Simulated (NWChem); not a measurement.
**Atomisation of chloroform (CHCl$_{3}$)**

SMILES: ClC(Cl)Cl
```xyz
5

Cl     0.8523    -0.0666     1.4736
C     -0.0093     0.4535     0.0000
Cl     0.8523    -0.0666    -1.4736
Cl    -1.6995    -0.1185     0.0000
H     -0.0317     1.5565     0.0000
```
Charge 0, spin multiplicity 1.

Program: NWChem. The geometry was optimised at PBE/def2-SVP, a minimum by its harmonic frequencies.

Basis set: def2-TZVP. The atomisation energy is electronic alone: no zero-point, thermal, spin-orbit or counterpoise terms. No value is extrapolated to the basis-set limit. Free atoms are single determinants with multiplicities Cl 2, C 3, H 2.

B3LYP has NWChem's definition, with VWN1-RPA local correlation. The stability of the SCF solutions was not checked. Open-shell Hartree-Fock references start from PBE0 orbitals.

**Question.** For the atomisation energy, PBE gives 359.3 kcal/mol and HF gives 222.1 kcal/mol. What do BHandHLYP, BLYP, B3LYP give?

**Answer.** BHandHLYP: 316.2 kcal/mol; BLYP: 333.7 kcal/mol; B3LYP: 332.3 kcal/mol.
